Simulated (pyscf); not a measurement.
Single points on ωB97X-D3(BJ)/def2-SVP structures (PySCF, gas phase). MP2 and CC: frozen core, UHF for open shells. ΔMP2 is the change of the MP2 total energy from the triple- to the quadruple-zeta basis.

Task: How much does it cost (ΔH, 298 K, CCSD(T)/def2-TZVPP + ΔMP2(QZVPP)) to split O=GeH–OH at its Ge–O bond into [O=GeH]• + OH•?

Result: Ge–O to [O=GeH]• + OH•: 4.31 eV. The radicals are drawn with the spin at the cut bond; how far it spreads was not checked. O=GeH–OH lies 1.85 eV over its isomer HO–Ge:–OH [singlet], and others may lie lower still (electronic energy, ωB97M-D3(BJ)). The CCSD(T) − MP2 part came from Ansatz, without density fitting, on the same reference. An open-shell T1 diagnostic exceeds 0.045. The frozen core leaves the outer d or s,p core shells of the metals and heavy elements correlated in the MP2 and CC values, and def2-TZVPP describes them poorly, which can shift differences by a few kcal/mol. Left out: the spin-orbit lowering of OH. Elements up to Kr have no core potential and no relativistic terms here.
